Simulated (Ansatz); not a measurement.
Structure optimisation: aluminium, fcc

All numbers below come from Ansatz, DFT, r2SCAN, plane waves (500 eV) with PAW, scalar-relativistic. The PAW files were generated under PBE, with cores re-solved for the functional.

k-point mesh 13×13×13, Fermi-Dirac smearing 0.1 eV, no spin polarisation. Cell and atoms relax.

Starting structure:

```yaml
crystal:
  lattice:
    - [0.0, 2.02479, 2.02479]
    - [2.02479, 0.0, 2.02479]
    - [2.02479, 2.02479, 0.0]
  atoms:
    - { symbol: Al, position: [0.0, 0.0, 0.0] }
hamiltonian:
  xc: r2scan
  pseudopotentials:
    kind: paw
    azcp:
      Al: "pseudopotentials/Al.paw.azcp"
basis:
  ecutwfc: 500
  fft_grid_basis: typed
kpoints:
  mp_grid: { grid: [13, 13, 13], shift: [0, 0, 0] }
magnetization:
  spin_polarized: false
scf:
  occupations: { method: fermi_dirac, width: 0.1 }
relax:
  max_steps: 60
  f_tol: 0.01
  cell: {}
```

Task: The pressure at the start is -3.5 GPa. By how much does the volume change?

Result: From 16.60 to 15.92 Å³ per atom, -4.1 %. The final cell has a = 3.993 Å.

Task: How much energy does the relaxation gain?

Result: 7.8 meV per atom.

Path of the relaxation (the plane waves are chosen anew near the end, which can shift the energy a little):

| step | E − E(final) (meV/atom) | V (Å³/atom) | P (GPa) | max force (eV/Å) |
| --- | --- | --- | --- | --- |
| 0 | 7.84 | 16.602 | -3.55 | 0.000 |
| 1 | 0.55 | 15.745 | 1.05 | 0.000 |
| 2 | -0.01 | 15.934 | -0.08 | 0.000 |
| 3 | -0.02 | 15.921 | 0.00 | 0.000 |
| 4 | 0.00 | 15.921 | 0.00 | 0.000 |
